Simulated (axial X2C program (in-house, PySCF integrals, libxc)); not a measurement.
## LiP⁻ along the bond: HF, 2c

Computed with an in-house all-electron X2C program for linear molecules (integrals from PySCF). Two-component (2c) means X2C with spin–orbit coupling and atomic mean-field two-electron Coulomb and Gaunt terms. Basis: P dyall-av3z [9s8p3d2f], Li dyall-av3z [9s9p3d] (cores contracted in-house); Gaussian nuclei, density fitting, unrestricted open shells. Masses: P 30.974 u, Li 7.016 u.

State: Ω = 3/2 (⟨Sz⟩ = 1.50, ⟨Lz⟩ = 0.00 at HF). Dipoles are positive if Li is the positive end and refer to the centre of mass.

Results along the bond:

| R (Å) | μ (D) | HOMO (eV) | LUMO (eV) |
| --- | --- | --- | --- |
| 1.967 | -9.854 | -0.42 | 1.66 |
| 2.058 | -9.724 | -0.45 | 1.66 |
| 2.125 | -9.603 | -0.48 | 1.66 |
| 2.193 | -9.466 | -0.51 | 1.66 |
| 2.261 | -9.315 | -0.54 | 1.66 |
| 2.340 | -9.123 | -0.58 | 1.66 |
| 2.419 | -8.920 | -0.63 | 1.67 |
| 2.521 | -8.643 | -0.68 | 1.67 |
| 2.645 | -8.288 | -0.76 | 1.67 |
| 2.705 | -8.115 | -0.80 | 1.67 |
| 2.826 | -7.759 | -0.87 | 1.67 |

The state is one determinant whose occupation by symmetry is held fixed; it was picked as the lowest of a PBE0 search that is not exhaustive. Other states lie close and PBE0, whose exact exchange favours high spin, may order them wrongly; the determinant shown need not be the ground state. The nearest other spin-free determinant of the search, M_S = 1/2, Λ = 0, lies 0.02 eV up at the distance of the search. With several unpaired electrons one determinant need not be a pure state. A state of lower Ω lies just above, and one determinant can place such states too high, so the state shown need not be the lowest. The search has Ω = 1/2 only 0.02 eV up. This is the top spin component of a Σ state; components of lower Ω are not single determinants and can lie lower. The LUMO of an anion is an unbound level whose energy the basis sets.
